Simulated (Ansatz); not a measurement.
The input, for Ansatz 0.2.0:

```yaml
crystal:
  periodic: [false, false, false]
  atoms:
    - {symbol: Sc, position_ang: [0.000000, 0.000000, 0.000000]}
    - {symbol: B, position_ang: [0.000000, 0.000000, 6.004000]}
basis:
  gaussian: {orbitals: def2-SVP}
correlation: {method: fic_mrcisd_q, electrons: outside_noble_gas, active_space: {window: {electrons: 2, orbitals: 2}}}
```

```sh
$ ansatz run in.yaml --threads 1 --pin off --events-out ev --progress --plain --max-ram 2393MiB
```

Log:

```
492 factors; integrals over basis functions are off by at most 2.7e-4 eV
mean field evaluation 1: about -21328.1696 eV, gradient 1.3e1 eV
mean field evaluation 2: about -21328.1711 eV, gradient 1.3e1 eV
mean field evaluation 4: about -21323.7885 eV, gradient 2.3e1 eV
mean field evaluation 8: about -21332.1230 eV, gradient 1.2e0 eV
mean field evaluation 16: about -21332.1882 eV, gradient 2.5e-6 eV
mean field evaluation 32: about -21329.8935 eV, gradient 4.8e0 eV
mean field evaluation 64: about -21307.9570 eV, gradient 4.2e1 eV
mean field evaluation 96: about -21331.9543 eV, gradient 1.5e0 eV
mean field evaluation 128: about -21332.1625 eV, gradient 4.2e-1 eV
mean field evaluation 160: about -21332.1898 eV, gradient 3.0e-2 eV
mean field evaluation 192: about -21332.1871 eV, gradient 2.8e-1 eV
mean field evaluation 224: about -21332.0228 eV, gradient 1.6e-1 eV
mean field evaluation 256: about -21331.5163 eV, gradient 7.5e0 eV
mean field evaluation 288: about -21331.7014 eV, gradient 3.4e-1 eV
mean field evaluation 320: about -21331.7362 eV, gradient 1.5e-2 eV
mean field -21332.18818462 eV, -783.9434563082 hartree, gradient 2.5e-6 eV, S^2 0.000000; 21 other end points of the search recorded, 0 dependent functions left out; unrestricted orbitals would lower it
reference -21332.18818462 eV, -783.9434563082 hartree; 13, 13 occupied and 32, 32 virtual orbitals, 492 factors
state -21337.12790709 eV, -784.1249877608 hartree
contracted CI cycle   1: correlation 0.00000000 eV, 0.0000000000 hartree, residual 8.22e0 eV
contracted CI cycle   2: correlation -2.25233402 eV, -0.0827717484 hartree, residual 1.99e0 eV
contracted CI cycle   3: correlation -2.39041049 eV, -0.0878459652 hartree, residual 5.90e-1 eV
contracted CI cycle   4: correlation -2.40056353 eV, -0.0882190826 hartree, residual 1.32e-1 eV
contracted CI cycle   5: correlation -2.40141057 eV, -0.0882502105 hartree, residual 7.30e-2 eV
contracted CI cycle   6: correlation -2.40169110 eV, -0.0882605201 hartree, residual 5.96e-2 eV
contracted CI cycle   7: correlation -2.40183766 eV, -0.0882659061 hartree, residual 2.54e-2 eV
contracted CI cycle   8: correlation -2.40186206 eV, -0.0882668025 hartree, residual 9.27e-3 eV
contracted CI cycle   9: correlation -2.40186476 eV, -0.0882669020 hartree, residual 3.33e-3 eV
contracted CI cycle  10: correlation -2.40186513 eV, -0.0882669154 hartree, residual 1.43e-3 eV
contracted CI cycle  11: correlation -2.40186522 eV, -0.0882669188 hartree, residual 8.42e-4 eV
contracted CI cycle  12: correlation -2.40186526 eV, -0.0882669201 hartree, residual 4.47e-4 eV
state -21337.12790709 eV, -784.1249877608 hartree; corrected -21339.83655093 eV, -784.2245285861 hartree
Total energy: -21339.83655093 eV, -784.2245285861 hartree
```

The active space holds one configuration alone, so it describes no static correlation.

Natural occupations: 1.0000 1.0000.

Ran on 1 thread of Arm Neoverse V1, shared host: 9.5 s wall, 0.16 GiB peak host memory.
